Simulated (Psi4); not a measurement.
# S2F2 (Difluorodisulfane) at PBE0/6-311+G(d,p)

What is the vertical ionisation energy of S2F2 (Difluorodisulfane) at PBE0/6-311+G**? 

The calculation is run with Psi4 1.11.

**1. Starting point**

The species is S2F2 (4 atoms), meant as a singlet with charge 0. SMILES: `FSSF`. The coordinates come from a PBE0-D4/def2-TZVP relaxation.

Bond lengths: F1–S2 1.631 Å, S2–S3 1.890 Å, S3–F4 1.631 Å. Angles: F1–S2–S3 108.6°, S2–S3–F4 108.6°.

**2. The energy at PBE0/6-311+G(d,p)**

Contents of run.py:

```python
import psi4

psi4.set_memory('2200 MB')
psi4.set_num_threads(1)
psi4.core.set_output_file('run.log', False)

geom = psi4.geometry("""
0 1
F     -1.783750    -0.199930    -0.621590
S     -0.467670     0.764150    -0.632370
S      1.044990    -0.276390    -0.184720
F      1.206410    -0.287820     1.438680
symmetry c1
no_reorient
no_com
""")

psi4.set_options({
    'basis': '6-311+G**',
    'reference': 'rks',
    'puream': True,
    'e_convergence': 1e-09,
    'd_convergence': 1e-08,
    'scf_type': 'pk',
    'dft_radial_points': 99,
    'dft_spherical_points': 590,
})

e_tot, wfn = psi4.energy("PBE0", molecule=geom, return_wfn=True)
psi4.oeprop(wfn, "LOWDIN_CHARGES", "QUADRUPOLE", "MAYER_INDICES", title="PBE0")
print(f'total energy {e_tot:.8f} hartree = {e_tot * 27.211386:.5f} eV')
```

Command:

```sh
$ python run.py
```

run.log:

```text
[...]
  Running in c1 symmetry.
[...]
  Nuclear repulsion =  230.128319113788450
[...]
  Multiplicity = 1
[...]
  Nalpha       = 25
  Nbeta        = 25
[...]
    Number of basis functions: 104
[...]
   @RKS iter   1:  -995.55775626509796    3.89057e-03   5.54448e-03 ADIIS/DIIS
[...]
   @RKS iter  11:  -995.62819339458031   -2.17142e-11   7.97723e-09 DIIS
[...]
    Orbital Energies [Eh]
    ---------------------
    Doubly Occupied:
       1A    -89.145658     2A    -89.145657     3A    -24.799653
       4A    -24.799651     5A     -8.124288     6A     -8.124082
       7A     -6.064134     8A     -6.063869     9A     -6.057692
      10A     -6.057093    11A     -6.050410    12A     -6.050409
      13A     -1.270950    14A     -1.266337    15A     -0.900897
      16A     -0.706910    17A     -0.581807    18A     -0.524348
      19A     -0.518522    20A     -0.490166    21A     -0.490060
      22A     -0.464798    23A     -0.384736    24A     -0.328131
      25A     -0.319962
[...]
  @RKS Final Energy:  -995.62819339458031
   => Energetics <=
    Nuclear Repulsion Energy =            230.1283191137884501
    One-Electron Energy =               -1835.5481640871071249
    Two-Electron Energy =                 664.1330938940950546
    DFT Exchange-Correlation Energy =     -54.3414423153566375
    Empirical Dispersion Energy =           0.0000000000000000
    VV10 Nonlocal Energy =                  0.0000000000000000
    Total Energy =                       -995.6281933945803075
[...]
 Multipole Moments:
 ------------------------------------------------------------------------------------
     Multipole            Electronic (a.u.)      Nuclear  (a.u.)        Total (a.u.)
 ------------------------------------------------------------------------------------
 L = 1.  Multiply by 2.5417464519 to convert [e a0] to [Debye]
 Dipole X            :         -7.2777359            7.6364967            0.3587608
 Dipole Y            :         -6.1492113            6.4522998            0.3030885
 Dipole Z            :         10.3008046          -10.8085342           -0.5077296
 Magnitude           :                                                    0.6916367
 L = 2.  Multiply by 1.3450342976 to convert [e a0^2] to [Debye ang]
 Quadrupole XX       :       -251.6573677          223.9279469          -27.7294208
 Quadrupole XY       :         35.6518347          -36.6196670           -0.9678323
[...]
```

On the terminal:

```text
total energy -995.62819339 hartree = -27092.42308 eV
```

Wall time 13 s (1 thread of AMD EPYC 7R43 (Zen 3), shared host); peak memory 0.9 GiB.

**3. The doublet cation: energy and forces at UPBE0/6-311+G(d,p)**

Contents of input.json:

```json
{
 "schema_name": "qcschema_input",
 "schema_version": 1,
 "molecule": {
  "schema_name": "qcschema_molecule",
  "schema_version": 2,
  "symbols": ["F", "S", "S", "F"],
  "geometry": [-3.37079897, -0.37781294, -1.17463486, -0.88376822, 1.44403422, -1.19500611, 1.9747449, -0.5223014, -0.34907021, 2.27978449, -0.54390097, 2.71871118],
  "molecular_charge": 1,
  "molecular_multiplicity": 2,
  "fix_symmetry": "c1",
  "fix_com": true,
  "fix_orientation": true
 },
 "driver": "gradient",
 "model": {
  "method": "pbe0",
  "basis": "6-311+G**"
 },
 "keywords": {
  "reference": "uks",
  "puream": true,
  "e_convergence": 1e-09,
  "d_convergence": 1e-08,
  "scf_type": "pk",
  "dft_radial_points": 99,
  "dft_spherical_points": 590,
  "maxiter": 100
 }
}
```

Command:

```sh
$ psi4 --qcschema input.json -n 1 --memory 2200MB
```

stdout:

```text
[...]
  Running in c1 symmetry.
[...]
  Nuclear repulsion =  230.128319418727699
[...]
  Multiplicity = 2
[...]
  Nalpha       = 25
  Nbeta        = 24
[...]
    Number of basis functions: 104
[...]
   @UKS iter   1:  -995.14304766736052    4.18599e-01   5.15530e-03 DIIS/ADIIS
[...]
   @UKS iter  15:  -995.22014715331238   -8.75389e-12   5.21670e-09 DIIS
[...]
   @S^2 Observed:                7.667279089E-01
[...]
    Orbital Energies [Eh]
    ---------------------
    Alpha Occupied:
       1A    -89.446082     2A    -89.446081     3A    -25.073784
       4A    -25.073783     5A     -8.422010     6A     -8.421802
       7A     -6.360327     8A     -6.359891     9A     -6.354674
      10A     -6.354543    11A     -6.352349    12A     -6.352053
      13A     -1.537066    14A     -1.531649    15A     -1.191008
      16A     -0.982519    17A     -0.849682    18A     -0.791342
      19A     -0.781686    20A     -0.755716    21A     -0.750344
      22A     -0.725397    23A     -0.650085    24A     -0.612118
      25A     -0.602532
    Alpha Virtual:
[...]
  @UKS Final Energy:  -995.22014715331238
   => Energetics <=
    Nuclear Repulsion Energy =            230.1283194187276990
    One-Electron Energy =               -1821.6760932541574221
    Two-Electron Energy =                 650.3811037408272568
    DFT Exchange-Correlation Energy =     -54.0534770587099018
    Empirical Dispersion Energy =           0.0000000000000000
    VV10 Nonlocal Energy =                  0.0000000000000000
    Total Energy =                       -995.2201471533123822
[...]
 Multipole Moments:
 ------------------------------------------------------------------------------------
     Multipole            Electronic (a.u.)      Nuclear  (a.u.)        Total (a.u.)
 ------------------------------------------------------------------------------------
 L = 1.  Multiply by 2.5417464519 to convert [e a0] to [Debye]
 Dipole X            :         -7.0342806            7.6364966            0.6022160
 Dipole Y            :         -5.9435139            6.4522999            0.5087860
 Dipole Z            :          9.9562240          -10.8085342           -0.8523103
 Magnitude           :                                                    1.1610168
[...]
  -Total Gradient:
     Atom            X                  Y                   Z
    ------   -----------------  -----------------  -----------------
       1       -0.010812082846    -0.012632284512    -0.016435047407
       2        0.045428820958    -0.005530411923     0.030036254979
       3       -0.046371924020     0.004733033115    -0.028698570400
       4        0.011767318515     0.013439909030     0.015080197119
[...]
```

The result, in JSON:

```text
{
 "driver": "gradient",
 "model": {
  "method": "pbe0",
  "basis": "6-311+G**"
 },
 "success": true,
 "return_result": [-0.010812082845929966, -0.01263228451192848, -0.01643504740666264, 0.04542882095775748, -0.005530411923219958, 0.030036254978681613, -0.04637192402011503, 0.004733033114894369, -0.028698570400424644, 0.011767318515134798, 0.0134399090299912, 0.015080197118679334],
 "properties": {
  "calcinfo_nbasis": 104,
  "calcinfo_nmo": 104,
  "calcinfo_nalpha": 25,
  "calcinfo_nbeta": 24,
  "calcinfo_natom": 4,
  "nuclear_repulsion_energy": 230.1283194187277,
  "return_energy": -995.2201471533124,
  "return_gradient": [-0.010812082845929966, -0.01263228451192848, -0.01643504740666264, 0.04542882095775748, -0.005530411923219958, 0.030036254978681613, -0.04637192402011503, 0.004733033114894369, -0.028698570400424644, 0.011767318515134798, 0.0134399090299912, 0.015080197118679334],
  "scf_one_electron_energy": -1821.6760932541574,
  "scf_two_electron_energy": 650.3811037408273,
  "scf_xc_energy": -54.0534770587099,
  "scf_dipole_moment": [0.602215976324251, 0.5087860075064867, -0.8523102700277576],
  "scf_total_energy": -995.2201471533124,
  "scf_total_gradient": [-0.010812082845929966, -0.01263228451192848, -0.01643504740666264, 0.04542882095775748, -0.005530411923219958, 0.030036254978681613, -0.04637192402011503, 0.004733033114894369, -0.028698570400424644, 0.011767318515134798, 0.0134399090299912, 0.015080197118679334],
  "scf_iterations": 15
 }
}
```

Run time: 31 s. Hardware: 1 thread of AMD EPYC 7R43 (Zen 3), shared host; peak memory 0.9 GiB.

**4. What came out**

At PBE0/6-311+G**:

```
                                          quantity          value
                        singlet S2F2: total energy  -995.62819 Eh
                       singlet S2F2: dipole moment         1.76 D
                         singlet S2F2: HOMO energy       -8.71 eV
                         singlet S2F2: LUMO energy       -1.92 eV
                       singlet S2F2: HOMO–LUMO gap        6.79 eV
                      doublet cation: total energy  -995.22015 Eh
doublet cation: HOMO energy (highest over α and β)      -15.74 eV
 doublet cation: LUMO energy (lowest over α and β)      -13.51 eV
                              doublet cation: ⟨S²⟩          0.767
          doublet cation: largest force on an atom     2.815 eV/Å
vertical ionisation energy (to the doublet cation)      11.104 eV
```

In words: Removing an electron at fixed nuclei costs 11.10 eV (1071 kJ/mol). The negative HOMO energy of the first species, 8.71 eV, lies 2.40 eV below that difference.
